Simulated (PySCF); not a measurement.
# AlHOF (SMILES [O][AlH][F]) at U-wB97-D4/Sapporo-DZP

Aim: the electrostatic solvation energy at fixed shape (C-PCM, water) of AlHOF at U-wB97-D4/Sapporo-DZP, from 2 runs. 

The results are computed with PySCF 2.14.0.

6 further runs of the same task are left out: 1 for a known fault of the program, 3 that didn't finish, 2 set aside as unsound or not needed.

### 1 The system as given

AlHOF: 4 atoms, total charge 0, spin state doublet. As SMILES, `[O][AlH][F]`. The shape is that of a PBE0-D4/def2-TZVP optimisation.

Bond lengths: O1–Al2 1.731 Å, Al2–F3 1.641 Å, Al2–H4 1.564 Å. Angles: O1–Al2–F3 117.5°, O1–Al2–H4 119.2°, F3–Al2–H4 123.3°.

### 2 The energy at U-wB97-D4/Sapporo-DZP

Contents of start.xyz:

```xyz
4
AlFHO
O     -0.128300    -1.061600     1.299400
Al     0.038200     0.026100    -0.037000
F     -1.126500    -0.010300    -1.192200
H      1.272100     0.985600    -0.090400
```

Contents of input.py:

```python
# [O][AlH][F]
from pyscf import gto, dft

mol = gto.M(
    atom='start.xyz',
    max_memory=1860,
    spin=1,
    verbose=3,
    basis='sapporo-dzp',
)

myscf = dft.UKS(mol, xc='wb97')
myscf.disp = 'd4'
myscf.max_cycle = 100
myscf.kernel()
if not myscf.converged:
    myscf = myscf.newton().run(myscf.mo_coeff, myscf.mo_occ)

energy = myscf.e_tot
print('Final energy', energy)
```

The run is started by

```bash
$ OMP_NUM_THREADS=1 python input.py
```

The log of the run:

```text
WARN: HOMO -0.407687284548533 >= LUMO -0.407687284548534

converged SCF energy = -418.0613749837  <S^2> = 0.75382526  2S+1 = 2.0038216
Final energy -418.06137498370003
```

Run time: 9 s. Hardware: 1 thread of Arm Neoverse V2, shared host; peak memory 0.25 GiB.

### 3 A single-point energy at U-wB97-D4/Sapporo-DZP (C-PCM water)

Contents of geometry.xyz:

```xyz
4
AlFHO
O     -0.128300    -1.061600     1.299400
Al     0.038200     0.026100    -0.037000
F     -1.126500    -0.010300    -1.192200
H      1.272100     0.985600    -0.090400
```

Contents of job.py:

```python
from pyscf import gto, dft, solvent

mol = gto.Mole()
mol.atom = 'geometry.xyz'
mol.charge = 0
mol.basis = 'sapporo-dzp'
mol.verbose = 3
mol.max_memory = 1860
mol.spin = 1
mol.build()

calc0 = dft.UKS(mol, xc='wb97')
calc0 = calc0.PCM()
calc0.with_solvent.method = 'C-PCM'
calc0.with_solvent.eps = 78.3553
calc0.disp = 'd4'
calc0.max_cycle = 100
calc0.kernel()
if not calc0.converged:
    calc0 = calc0.newton().run(calc0.mo_coeff, calc0.mo_occ)

e_final = calc0.e_tot
print('Final energy', e_final)
```

The run is started by

```bash
$ OMP_NUM_THREADS=1 python job.py
```

The log of the run:

```text
WARN: PCM is an experimental feature. It is still in testing.
Features and APIs may be changed in the future.

WARN: HOMO -0.394531731749101 >= LUMO -0.3945317317491

converged SCF energy = -418.071647561444  <S^2> = 0.75356894  2S+1 = 2.0035658
Final energy -418.0716475614437
```

Run time: 14 s. Hardware: 1 thread of Arm Neoverse V2, shared host; peak memory 0.29 GiB.

### 4 Outcome

At U-wB97-D4/Sapporo-DZP:

| quantity | value |
| --- | --- |
| gas phase: total energy | -418.06137 Eh |
| gas phase: dipole moment | 1.42 D |
| gas phase: HOMO energy (highest over α and β) | -12.18 eV |
| gas phase: LUMO energy (lowest over α and β) | -2.04 eV |
| gas phase: dispersion energy | -0.18 kJ/mol |
| gas phase: ⟨S²⟩ | 0.754 |
| C-PCM, water: total energy | -418.07165 Eh |
| C-PCM, water: dipole moment | 1.64 D |
| C-PCM, water: HOMO energy (highest over α and β) | -12.02 eV |
| C-PCM, water: LUMO energy (lowest over α and β) | -1.85 eV |
| C-PCM, water: dispersion energy | -0.18 kJ/mol |
| C-PCM, water: solvent term in the energy | -29.3 kJ/mol |
| C-PCM, water: ⟨S²⟩ | 0.754 |
| energy change from gas to solvent at fixed shape | -0.280 eV |

What this shows: The solvent model (C-PCM, water) lowers the energy by 0.28 eV (−27.0 kJ/mol) at the same shape. It holds the electrostatic part alone, without cavity or dispersion terms.
